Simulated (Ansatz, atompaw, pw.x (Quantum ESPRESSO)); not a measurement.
# From atom to crystal: PAW (atompaw) potential for osmium

- Element: osmium
- Generator: atompaw 4.2.0.5
- Type: PAW
- Functional: LDA (PW92)
- Relativity: scalar-relativistic
- Frozen core: [Kr] 4d10 4f14
- Valence charge: 16
- Reference configuration: 5s2 5p6 5d6 6s2 6p0
- Partial waves: 5s (bound): rc 1.75 bohr; 6s (bound): rc 1.75 bohr; 5p (bound): rc 1.75 bohr; 6p (bound, empty): rc 1.70 bohr; 5d (bound): rc 1.40 bohr; 5d channel at 3.65 Ry: rc 1.40 bohr
- Local potential: bessel scheme, radius 1.20 bohr
- Core correction: smooth core density matched at 1.30 bohr
- Augmentation charge: sinc compensation charge, radius 1.65 bohr; PAW radius 1.75 bohr; waves and projectors: custom polynom vanderbiltortho

Crystal test: diamond Os in pw.x 7.5, no spin, 8³ k-points, Fermi–Dirac smearing 0.01 Ry, cutoffs 85/850 Ry. The reference is all-electron LAPW (Ansatz 0.2.0) with the same functional, mesh and smearing; V0 and B0 come from Birch–Murnaghan fits to the pressures at five volumes. Errors are pseudo minus all-electron; Δ is the rms difference of the E(V) curves that follow from these fits, minima aligned, over ±6 % about the mean V0. Mesh and smearing are coarse, so the numbers serve the comparison and aren't converged zero-temperature values; the lattice is a test structure that the element need not adopt.

All-electron: a0 = 5.473 Å (V0 = 20.50 Å³/atom), B0 = 231.9 GPa.

How far does the potential miss the all-electron equation of state?

mean pressure error (GPa): -2.25; a0 (Å): 5.456; a0 error (%): -0.32; B0 error (%): +0.5; Δ (meV/atom): 10.2.

```json
{"V (Å³/atom)": "19.476", "P all-electron (GPa)": "13.32", "P pseudo (GPa)": "10.59"}
{"V (Å³/atom)": "19.988", "P all-electron (GPa)": "6.18", "P pseudo (GPa)": "3.72"}
{"V (Å³/atom)": "20.501", "P all-electron (GPa)": "-0.04", "P pseudo (GPa)": "-2.26"}
{"V (Å³/atom)": "21.014", "P all-electron (GPa)": "-5.45", "P pseudo (GPa)": "-7.46"}
{"V (Å³/atom)": "21.526", "P all-electron (GPa)": "-10.16", "P pseudo (GPa)": "-11.99"}
```

At the middle volume, how do free energy and pressure move when the wave cutoff is lowered (ecutrho held at 850 Ry)?

| cutoff (Ry) | shift of F (meV/atom) | shift of P (GPa) |
| --- | --- | --- |
| 38 | +89.1 | -3.38 |
| 51 | +23.8 | -0.29 |
| 68 | +4.1 | -0.27 |

Input at the middle volume:

```
&control
  calculation='scf', prefix='x', pseudo_dir='./', outdir='./tmp', tstress=.true., disk_io='none'
/
&system
  ibrav=0, nat=2, ntyp=1, ecutwfc=85, ecutrho=850, nbnd=26,
  occupations='smearing', smearing='fd', degauss=0.01
/
&electrons
  conv_thr=1e-09, mixing_beta=0.4, electron_maxstep=70
/
ATOMIC_SPECIES
Os 1.0 Os.UPF
CELL_PARAMETERS angstrom
  0.00000000 2.73689634 2.73689634
  2.73689634 0.00000000 2.73689634
  2.73689634 2.73689634 0.00000000
ATOMIC_POSITIONS crystal
Os 0.0000 0.0000 0.0000
Os 0.2500 0.2500 0.2500
K_POINTS automatic
8 8 8 0 0 0
```

```bash
pw.x < Os.scf.in > Os.scf.out
```

Lines of the output:

```
Message from routine setup:
     using ibrav=0 with symmetry is DISCOURAGED, use correct ibrav instead
     lattice parameter (alat)  =       7.3143  a.u.
     unit-cell volume          =     276.6952 (a.u.)^3
     number of electrons       =        32.00
     number of Kohn-Sham states=           26
     kinetic-energy cutoff     =      85.0000  Ry
     charge density cutoff     =     850.0000  Ry
     scf convergence threshold =      1.0E-09
     Exchange-correlation= SLA PW NOGX NOGC
     number of k points=    29  Fermi-Dirac smearing, width (Ry)=  0.0100
     iteration #  1     ecut=    85.00 Ry     beta= 0.40
     total energy              =   -1627.56581618 Ry
     estimated scf accuracy    <       0.05425540 Ry
     iteration #  2     ecut=    85.00 Ry     beta= 0.40
     total energy              =   -1627.56033076 Ry
     estimated scf accuracy    <       0.01471830 Ry
     iteration #  3     ecut=    85.00 Ry     beta= 0.40
     total energy              =   -1627.56157247 Ry
     estimated scf accuracy    <       0.00014448 Ry
     iteration #  4     ecut=    85.00 Ry     beta= 0.40
     total energy              =   -1627.56157134 Ry
     estimated scf accuracy    <       0.00004239 Ry
     iteration #  5     ecut=    85.00 Ry     beta= 0.40
     total energy              =   -1627.56157489 Ry
     estimated scf accuracy    <       0.00000177 Ry
     iteration #  6     ecut=    85.00 Ry     beta= 0.40
     total energy              =   -1627.56157509 Ry
     estimated scf accuracy    <       0.00000012 Ry
     iteration #  7     ecut=    85.00 Ry     beta= 0.40
     total energy              =   -1627.56157512 Ry
     estimated scf accuracy    <       0.00000002 Ry
     iteration #  8     ecut=    85.00 Ry     beta= 0.40
     total energy              =   -1627.56157512 Ry
     estimated scf accuracy    <          3.1E-09 Ry
     iteration #  9     ecut=    85.00 Ry     beta= 0.40
     the Fermi energy is    15.7326 ev
!    total energy              =   -1627.56157512 Ry
     estimated scf accuracy    <          1.1E-10 Ry
     smearing contrib. (-TS)   =      -0.00731950 Ry
     convergence has been achieved in   9 iterations
          total   stress  (Ry/bohr**3)                   (kbar)     P=      -22.61
     Message from routine punch:
     Nothing written, as per user request (disk_io='none')
```

The run at the middle volume (29 k-points, 9 iterations) took about 40 s on one core of a shared host (AMD EPYC 9R45 96-Core Processor, 96 threads, 376 GiB, load 61).
